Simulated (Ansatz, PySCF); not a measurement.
Species: C3H7O, net charge 0, doublet state. SMILES: [CH2]C(C)O
Geometry from a B3LYP-D3(BJ)/def2-TZVP (Ansatz, a program for electronic structure) optimisation:
```
C
H 1 1.1065
O 1 1.4303 2 108.73
H 3 0.9631 1 108.37 2 58.99
C 1 1.4800 2 108.72 3 -116.89
H 5 1.0796 1 119.84 2 100.56
H 5 1.0804 6 119.71 1 173.20
C 1 1.5309 2 107.56 3 120.76
H 8 1.0905 1 110.05 2 -178.21
H 8 1.0917 9 108.80 1 121.49
H 8 1.0930 9 108.77 10 117.27
```
Charge 0, spin multiplicity 2.

Property: atomisation energy, in kcal/mol. Terms: six Cartesian d functions in 6-31G* and its kin unless marked 5d; atomisation electronic, to ground-state atoms; open shells spin-unrestricted; no dispersion term unless named; non-relativistic; LANL2DZ all-electron up to Ne; frozen cores in correlated levels; no spin-orbit coupling. CBS marks a two-point X^-3 extrapolation of the correlation energy; Hartree-Fock from the larger set. [CCSD(T)-MP2]/basis is that difference in the basis named. Ab initio and DFT rows: single points at B3LYP-D3(BJ) geometries (Ansatz).

Coupled cluster (Ansatz) is a level with limits of its own, used here on species with T1 under 0.025 (0.045 for open shells) and stable references: RI-MP2/CBS(cc-pVTZ,cc-pVQZ)+[CCSD(T)-MP2]/cc-pVDZ.

Value to compare with, RI-MP2/CBS(cc-pVTZ,cc-pVQZ)+[CCSD(T)-MP2]/cc-pVDZ (Ansatz): 999.2 kcal/mol.

```json
[
 {"level": "HF/LANL2DZ", "program": "Ansatz", "atomisation energy (kcal/mol)": "687.8", "difference": "-311.4"},
 {"level": "PBE/3-21G", "program": "Ansatz", "atomisation energy (kcal/mol)": "999.1", "difference": "-0.1"},
 {"level": "PBE/6-31G*", "program": "Ansatz", "atomisation energy (kcal/mol)": "1014.9", "difference": "15.7"},
 {"level": "BLYP/6-31G*", "program": "Ansatz", "atomisation energy (kcal/mol)": "985.6", "difference": "-13.6"},
 {"level": "BP86/6-31G* (5d)", "program": "PySCF", "atomisation energy (kcal/mol)": "1024.7", "difference": "25.5"},
 {"level": "B3LYP/6-31G*", "program": "Ansatz", "atomisation energy (kcal/mol)": "989.4", "difference": "-9.8"},
 {"level": "B3LYP/cc-pVDZ", "program": "Ansatz", "atomisation energy (kcal/mol)": "977.4", "difference": "-21.8"},
 {"level": "r2SCAN-D4/def2-TZVPD", "program": "Ansatz + dftd4", "atomisation energy (kcal/mol)": "1002.1", "difference": "2.9"}
]
```

Among the 7 habitual levels, HF/LANL2DZ lies farthest from RI-MP2/CBS(cc-pVTZ,cc-pVQZ)+[CCSD(T)-MP2]/cc-pVDZ (Ansatz) (-311.4 kcal/mol) and PBE/3-21G nearest (-0.1); 2 of 7 lie above it, and their mean absolute difference is 56.8 kcal/mol, the median 15.7. One case shows no general order.

The levels are drawn from those run, B3LYP/6-31G* more often than the rest, none by its result; runs whose electronic state is in doubt are left out.
